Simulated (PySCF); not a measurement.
A species of formula C2H4Cl2 has this rotational fingerprint, computed with PBE0-D3(BJ)/def2-TZVP geometry optimisation, gas phase in PySCF 2.14.0:

- Rotational constants: A = 6499, B = 3215, C = 2281 MHz
- Dipole components: |μa| = 0.00 D, |μb| = 1.92 D, |μc| = 0.73 D
- Inertial defect: -13.32 u·Å²
- κ: -0.56

Question: Which candidate fits, each taken in the one conformer that was computed?
A. 1,1-dichloroethane (`CC(Cl)Cl`)
B. `[Cl:1][CH2:2][CH2:3][Cl:4]` with Cl1–C2–C3–Cl4 180° (1,2-dichloroethane)

Answer: A. It is CC(Cl)Cl, an asymmetric top, point group Cs. The candidates at the same level (rigid rotor, commonest isotopes):

```tsv
SMILES	A (MHz)	B (MHz)	C (MHz)	μa (D)	μb (D)	μc (D)	Δ (u·Å²)	point group	rotor
CC(Cl)Cl	6499	3215	2281	0.00	1.92	0.73	-13.32	Cs	asymmetric top
ClCCCl	29508	1520	1472	0.00	0.00	0.00	-6.37	C2h	near-prolate asymmetric top
```

`ClCCCl` has A 354 % too high. In the right answer the mirror of this Cs structure is the bc plane, so μa vanishes by symmetry. No structure here is proved a minimum.
